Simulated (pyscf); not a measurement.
Elementary routes open to F–GeH(F)–F + water (H₂O) in the gas phase (singlet surface):
A. HO–Ge(F)(F)–F + hydrogen (H₂) (Ge–H, H–O broken; Ge–O, H–H formed)
B. hydrogen fluoride (HF) + HO–GeH(F)–F (F–Ge, H–O broken; F–H, Ge–O formed)

Optimised with ωB97X-D3(BJ)/def2-SVP in PySCF.

### Question
Rank the routes by free-energy barrier at 900 K, lowest first, for ωB97M-D3(BJ)/def2-TZVP energies (ideal gas, 1 atm, RRHO with modes under 100 cm⁻¹ raised to 100, one conformer, R ln 2 for chiral ones without a mode under 150 cm⁻¹).

### Answer
B (44.0 kcal/mol), A (66.7 kcal/mol)

Route B is the fastest of these, ahead of the next by 22.7 kcal/mol. The most stable products are those of A (ΔG = -4.3 kcal/mol), whose barrier is 22.7 kcal/mol higher: the kinetic and the thermodynamic product differ. At 298 K B is still the fastest. A: On the reactant side the descent ends in a bound adduct (not fully relaxed), 9.2 kcal/mol under the separated species and 47.2 kcal/mol under the saddle at ωB97X-D3(BJ)/def2-TZVP. B: On the reactant side the descent ends in a complex, 4.4 kcal/mol under the separated species and 17.2 kcal/mol under the saddle at ωB97X-D3(BJ)/def2-TZVP. On the product side the descent ends in a complex, 6.5 kcal/mol under the separated species and 14.7 kcal/mol under the saddle at ωB97X-D3(BJ)/def2-TZVP. Only these routes are compared; each barrier is that of the saddle found, and lower ones may exist. Elements up to Kr have no core potential and no relativistic terms here.
